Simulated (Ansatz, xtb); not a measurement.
# Two isomers of C5H9F

Structure a is `C[C@H]1C[C@@H](F)C1`, a singlet and structure b is `C[C@@H]1CC[C@H]1F`, a singlet. Both are isolated molecules in the gas phase, relaxed with B3LYP-D3(BJ)/def2-SVP.

Question: Which of the two would you expect CCSD(T)/def2-SVP + ΔMP2/def2-TZVPP electronic energies to favour?

Answer: CCSD(T)/def2-SVP + ΔMP2/def2-TZVPP gives E(b) − E(a) = −0.011 eV, slightly favouring structure b, which is too small a margin to settle the true order.

The same difference at several levels:

```tsv
level	geometry	E(b) − E(a) (eV)	departure from the last row (eV)	job, with rough time for the two
GFN2-xTB	GFN2-xTB	0.000	+0.010	optimisation, 0.17 s
HF/STO-3G	GFN2-xTB	−0.009	+0.001	single point, 0.4 s
r2SCAN-D4/def2-SVP	GFN2-xTB	−0.003	+0.007	single point, 5.4 s
B3LYP-D3(BJ)/def2-SVP	B3LYP-D3(BJ)/def2-SVP	−0.012	−0.001	optimisation, 55 s
HF/def2-SVP	B3LYP-D3(BJ)/def2-SVP	−0.008	+0.003	part of the CCSD(T) run
MP2/def2-SVP	B3LYP-D3(BJ)/def2-SVP	−0.011	0.000	part of the CCSD(T) run
CCSD(T)/def2-SVP	B3LYP-D3(BJ)/def2-SVP	−0.010	0.000	single point
CCSD(T)/def2-SVP + ΔMP2/def2-TZVPP	B3LYP-D3(BJ)/def2-SVP	−0.011		single point, 85 s
```

As drawn, both hold the same kinds of bond in the same numbers.

The largest departure from CCSD(T)/def2-SVP + ΔMP2/def2-TZVPP is that of GFN2-xTB, 0.010 eV. The last row adds to CCSD(T) the change of the MP2 difference between the two basis sets, here 0.000 eV.

With thermal terms from frequencies at re-optimised GFN2-xTB minima (ideal gas, soft modes damped towards free rotors, one conformer each, 298.15 K, 1 atm): the zero-point term adds 0.000 eV; ΔH is −0.009 and ΔG −0.012 eV.

The correlated steps freeze 6 core orbitals. Run with Ansatz 0.2.0, xtb 6.7.1; the last row on 2 threads of Arm Neoverse V2 on a shared host.
